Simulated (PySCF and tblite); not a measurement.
Results of a calculation; reference values are marked as such.
C₃H₆F₂, numbered as in [CH3:1][C@H:2]([F:3])[CH2:4][F:5].

Conformers came from 90 starts (ETKDG and KDG, MMFF94s, GFN2-xTB); geometries are PBE0-D3(BJ)/def2-SVP. Weights use PBE0-D3(BJ)/def2-TZVP energies plus GFN2-xTB zero-point and thermal terms (modes under about 100 cm⁻¹ blended into free rotors). Symmetry numbers and mirror images are counted. Conformers within 4 kcal/mol (GFN2-xTB free energy) were kept, 5 at most. Of two unlike H on one atom, a is the less shielded (PBE0/pcSseg-1). Programs: PySCF with density fitting and tblite.

An NOE distance is ⟨r⁻⁶⟩^(−1/6) over all pairs of like atoms and, for the average, over conformers.

Torsions listed: F3–C2–C4–F5.

| conformer | shape | weight % |
| --- | --- | --- |
| 1 | 68° | 40.2 |
| 2 | -74° | 34.9 |
| 3 | 176° | 24.8 |

**Question.** Which H–H contacts under 3.5 Å would NOEs report (pairs on one atom left out) at 298.15 K?

**Answer.** 
```tsv
pair	in 1 (Å)	in 2 (Å)	in 3 (Å)	average (Å)
H2 ··· H4a	3.04	2.38	2.47	2.56
H2 ··· H4b	2.54	2.50	3.06	2.60
H1 ··· H2	2.62	2.62	2.61	2.62
H1 ··· H4b	2.87	3.89	2.92	3.06
H1 ··· H4a	2.98	3.07	3.91	3.14
```

Longer pairs under the limit may be missing.
